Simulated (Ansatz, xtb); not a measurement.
CH3B: 4 structures ranked

4 gas-phase structures of CH3B, found in a search over its isomers (lower ones may exist). Each was relaxed with GFN2-xTB:

A. `[B]C`, a singlet
B. `[B]C`, a triplet
C. `[BH2-]=[CH+]`, a singlet
D. `B=C`, a singlet

Which do you expect lowest at r2SCAN-D4/def2-SVP, and how would the others follow?

Calculated order at r2SCAN-D4/def2-SVP: D (0.0), A (128.7), C (160.4), B (231.0) kJ/mol.

Energies above the lowest of each column, in kJ/mol; the last columns are at r2SCAN-D4/def2-TZVP geometries and were run for some of them only (a dash: not run or not comparable):

```json
{"structure": "D", "GFN2-xTB": "0.0", "HF/STO-3G": "0.0", "r2SCAN-D4/def2-SVP": "0.0", "r2SCAN-D4/def2-TZVP": "0.0", "CCSD(T)/def2-TZVPP": "0.0"}
{"structure": "A", "GFN2-xTB": "207.5", "HF/STO-3G": "123.3", "r2SCAN-D4/def2-SVP": "128.7", "r2SCAN-D4/def2-TZVP": "132.9", "CCSD(T)/def2-TZVPP": "104.6"}
{"structure": "C", "GFN2-xTB": "143.9", "HF/STO-3G": "119.7", "r2SCAN-D4/def2-SVP": "160.4", "r2SCAN-D4/def2-TZVP": "relaxes to D", "CCSD(T)/def2-TZVPP": "–"}
{"structure": "B", "GFN2-xTB": "–", "HF/STO-3G": "161.4", "r2SCAN-D4/def2-SVP": "231.0", "r2SCAN-D4/def2-TZVP": "–", "CCSD(T)/def2-TZVPP": "–"}
```

Every level run on D puts it lowest or level with the lowest. Frequencies (r2SCAN-D4/def2-TZVP) were run for A, D alone. GFN2-xTB has no spin polarisation and isn't compared across spin states. Open shells are spin-unrestricted.

Programs: Ansatz 0.2.0, xtb 6.7.1.
